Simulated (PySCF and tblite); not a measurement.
Results of a calculation; reference values are marked as such.
C3H9N, numbered as in [CH3:1][CH:2]([CH3:3])[NH2:4].

Level: PBE0-D3(BJ)/pcSseg-1 (IEF-PCM, chloroform)//PBE0-D3(BJ)/def2-SVP, thermal terms from GFN2-xTB, symmetry numbers and mirror pairs counted. Conformers within 3 kcal/mol (GFN2-xTB free energy) were kept, 4 at most. (PySCF 2.14, tblite 0.8.)

Rotational constants are equilibrium values for the commonest isotopes; dipoles come from the energy level named and are polarised by its solvent model.

Torsions listed: C1–C2–N4–H4. Of a mirror pair one member is shown.

```csv
conformer,shape,symmetry,weight %
1,-55°,C1 (pair),61.4
2,-178°,Cs,38.6
```

Sets of constants, in random order:

| set | A (MHz) | B (MHz) | C (MHz) | abs μa (D) | abs μb (D) | abs μc (D) |
| --- | --- | --- | --- | --- | --- | --- |
| P | 8413 | 8006 | 4689 | 0.00 | 0.27 | 1.62 |
| Q | 8239 | 7967 | 4684 | 1.41 | 0.43 | 0.56 |

**Question.** Match each set to its conformer.

**Answer.** P is conformer 2, Q is conformer 1.
